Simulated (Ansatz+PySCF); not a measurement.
Two shapes of doublet H₃O.

Shape 1:

```xyz
4

O     0.0000    0.0000   -0.1085
H     0.0000    0.0000    0.8679
H    30.0000    0.0000   -1.3696
H    30.0000    0.0000    1.3696
```

Shape 2:

```xyz
4

O     0.0000    0.0000   -0.2387
H     0.0000    0.0000    1.9095
H    30.0000    0.0000   -0.5707
H    30.0000    0.0000    0.5707
```

Basis set: 6-31G (spherical functions). Frozen core: 1 orbital. Charge 0, multiplicity 2.

Computed with Ansatz (development build ahead of 0.2.0); each method stands on the lowest determinant of its kind that the runs found.

**Question.** Which shape is lower in energy, and by how much in each method?

**Answer.**

| method | E(2) − E(1) (eV) |
| --- | --- |
| UHF | 0.359 |
| UHF-MP2 | 0.763 |
| full CI (lowest root of this spin) | 0.280 |

Shape 1 is lower. Caution for UHF, UHF-MP2: the unrestricted determinant is a mixture of spin states. Caution for UHF-MP2: large amplitudes, a single reference is doubtful.
